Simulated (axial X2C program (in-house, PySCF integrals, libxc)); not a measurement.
Spin–orbit effects down a group: molecules with Mg (ions), PBE0

Calculated with an in-house relativistic program for diatomic molecules, spin-free (one-electron X2C) or two-component (2c: spin–orbit coupling with atomic mean-field Coulomb and Gaunt terms, which also bring small scalar terms), in Dyall basis sets with cores contracted in-house; open shells are unrestricted.

Basis sets: H dyall-av3z, Li dyall-av3z, Mg dyall-av3z, Na dyall-av3z.

| molecule | spin-free state | Re (Å) | ωe (cm⁻¹) | De (eV) | 2c state | Re 2c (Å) | ωe 2c (cm⁻¹) | De 2c (eV) |
| --- | --- | --- | --- | --- | --- | --- | --- | --- |
| MgH⁻ | M_S = 0, Λ = 0 | 1.871 | 1101.1 | 1.54 | Ω = 0 | 1.871 | 1101.0 | 1.54 |
| LiMg⁻ | M_S = 0, Λ = 0 | 3.435 | 141.8 | 0.37 | Ω = 0 | 3.435 | 141.8 | 0.37 |
| NaMg⁻ | M_S = 0, Λ = 0 | 3.739 | 85.2 | 0.32 | Ω = 0 | 3.739 | 85.2 | 0.32 |

Fragments in 2c: Mg + H-, Mg + Li-, Mg + Na-. Each entry is the lowest single determinant of a limited PBE0 search at one distance. De goes to single-determinant-based atoms at the same level (for ions the charge split of lowest energy) and is withheld (n/a) where an atom does not fit its ground term or J level. Main or longest-lived isotopes. One determinant is a doubtful description, or other states lie close, for LiMg⁻, NaMg⁻; these need not be ground states, and all values refer to the states named.
